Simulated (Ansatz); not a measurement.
Compare A (`C=C=C(F)CC`) with its isomer B (`FC1C=CCC1`).

Program: Ansatz. Geometries: PBE0-D4/def2-TZVP. ΔE: electronic, gas phase. CCSD(T)/CBS is the MP2 limit (def2-TZVPP, def2-QZVPP) plus CCSD(T) − MP2 in def2-TZVPP, frozen cores. Functionals use def2-TZVPP. B3LYP here is the variant with VWN-RPA as its local correlation; programs differ in this. One conformer a species, not always the lowest.

Question: Which is lower in electronic energy at CCSD(T)/CBS, and by how much? (An estimate is asked.)

Answer: The calculation gave: B, by 31.8 kcal/mol.

Question: Give E(B) − E(A) in kcal/mol with B2PLYP, CCSD(T)/def2-TZVPP, PBE0-D4, MP2/def2-TZVPP, B3LYP, HF/def2-TZVPP, PBE-D4. (Best estimate.)

Answer: The calculation gave: B2PLYP -28.5, CCSD(T)/def2-TZVPP -31.4, PBE0-D4 -32.3, MP2/def2-TZVPP -33.8, B3LYP -25.3, HF/def2-TZVPP -30.4, PBE-D4 -28.2. None reverses the order clearly.

Largest T1 diagnostic: 0.012.

From PBE to PBE0 (25 % exact exchange), in def2-TZVPP and without D4, E(B) − E(A) moves by −4.3 kcal/mol. The D4 term adds −1.5 kcal/mol with B3LYP and −0.7 kcal/mol with PBE0; it sums over pairs of atoms, weighted by their polarisabilities, and B3LYP, whose exchange is more repulsive, gets the larger term.
